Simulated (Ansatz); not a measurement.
**CH5B (triplet): the correlation ladder at distance B1–H4 along a hydrogen transfer = 1.194 Å, cc-pVDZ**

The task here is to estimate one member of a computed series from the others.

Method: cc-pVDZ, core rule «outside noble gas», up to 2 orbitals frozen; program: Ansatz 0.2.0, Gaussian basis.

Plan: UHF; CCSD(T) on ROHF; CCSD(T) on UHF; BCCD(T) on ROHF; CISD; CCSDT(Q) on ROHF; CCSDT(Q) on UHF; CASSCF and NEVPT2, 4 electrons in 4 orbitals.

7 further runs of the same task are left out: 6 that didn't finish, 1 set aside as unsound or not needed.

## What is computed

The geometry derives from fragments relaxed apart (PBE0/def2-TZVP) and kept rigid, so it is no stationary point. A hydrogen atom is moved between rigid fragments.

7 atoms, charge 0, spin multiplicity 3.

Atoms are counted from 1 here; the program's logs count them from 0.

Bond lengths: B1–H2 1.193 Å, B1–H3 1.193 Å, B1–H4 1.193 Å, C5–H6 1.079 Å, C5–H7 1.079 Å. Angles: H2–B1–H3 120.0°, H2–B1–H4 120.0°, H3–B1–H4 120.0°, H6–C5–H7 134.8°.

Set-up of the first run:

in.yaml

```yaml
crystal:
  periodic: [false, false, false]
  atoms:
    - {symbol: B, position_ang: [-1.518161, 0.000000, 0.000000]}
    - {symbol: H, position_ang: [-2.114894, 1.033571, 0.000000]}
    - {symbol: H, position_ang: [-2.114894, -1.033571, 0.000000]}
    - {symbol: H, position_ang: [-0.324696, 0.000000, 0.000000]}
    - {symbol: C, position_ang: [1.437839, 0.000000, 0.000000]}
    - {symbol: H, position_ang: [1.852307, 0.000000, 0.996161]}
    - {symbol: H, position_ang: [1.852307, 0.000000, -0.996161]}
basis:
  gaussian: {orbitals: cc-pVDZ}
magnetization: {spin_polarized: true, initial_magnetization: 2}
hamiltonian: {xc: hf}
output: {orbitals: {seedname: orbitals}}
```

On the command line:

```console
> ansatz run in.yaml --threads 1 --pin off --events-out ev --progress --plain --max-ram 2393MiB
```

Steps of the session up to this table: UHF; CCSD(T) on ROHF; CCSD(T) on UHF; BCCD(T) on ROHF; CISD; CCSDT(Q) on ROHF; CCSDT(Q) on UHF; CASSCF and NEVPT2, 4 electrons in 4 orbitals.

One table of the session follows, with a row left open; its other results are not shown here.

```
     method  from UCCSDT(Q) (meV)
       ROHF               +6741.1
        UHF               +6559.4
       RMP2               +1351.7
       UMP2               +1337.6
       CISD                +617.5
      RCCSD                +137.9
      UCCSD                +135.2
   RCCSD(T)                 +27.3
   UCCSD(T)                 +26.8
    BCCD(T)                 +27.4
     RCCSDT                  +4.7
     UCCSDT                     ?
  RCCSDT(Q)                  +0.9
  UCCSDT(Q)                     0
CASSCF pair               +6272.7
NEVPT2 pair               +1349.9
```

Q: Estimate the row for UCCSDT from the others.

**Answer.** from UCCSDT(Q) (meV): +3.8. In the column «from UCCSDT(Q) (meV)» it lies between RCCSDT(Q) (+0.9) and RCCSDT (+4.7).

To keep in mind: Restricted and unrestricted rows rest on different reference determinants; where their highest levels disagree by more than a few hundredths of an eV, they describe different states and don't form one ladder.
